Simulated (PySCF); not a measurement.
Consider `BOB` (B2H4O). Coordinates in Å; atoms count from 1 in this order:
```
B     1.2360   -0.2094   -0.3371
O     0.0017    0.0028    0.1205
B    -1.2326    0.2149    0.5779
H     1.4119   -1.1060   -1.1297
H     2.1293    0.5035    0.0592
H    -1.9488    0.9801   -0.0259
H    -1.5858   -0.3667    1.5780
```

Level of theory: M06-2X/def2-TZVP single points in PySCF, grid level 3; every species was optimised with PBE0-D3(BJ)/def2-SVP. Zero-point and thermal terms (298.15 K, 1 bar) come from unscaled PBE0-D3(BJ)/def2-SVP harmonic frequencies, with soft modes damped to free rotors in the entropy.

(1) Rank these bonds by dissociation enthalpy, weakest first.
A. B1–O2
B. B1–H

(2) For B1–O2, what are ΔE (electronic) and ΔG(298 K) of the homolysis?

## Answers

(1) B (421 kJ/mol), A (545 kJ/mol).

(2) ΔE = 571 and ΔG = 496 kJ/mol, beside ΔH = 545 kJ/mol. The radicals are BH2• and `B[O]`.
